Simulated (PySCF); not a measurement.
Level of theory: B3LYP-D3(BJ)/def2-TZVP in PySCF. All species are isolated molecules in the gas phase. B3LYP has the VWN-RPA correlation part, as in Gaussian. 

Reference species (SMILES): `C=C=C=N` (neutral, multiplicity 1).

The LUMO is -2.35 eV. The dipole moment is 1.95 D and the HOMO–LUMO gap comes out as 4.18 eV.

Changed species: `C=CC#N`.

Predict the effect on the LUMO, dipole moment and HOMO–LUMO gap.

the LUMO increases by 0.41 eV, to -1.94 eV; the dipole moment rises by 2.06 D, to 4.01 D; the HOMO–LUMO gap increases by 2.11 eV, to 6.29 eV.
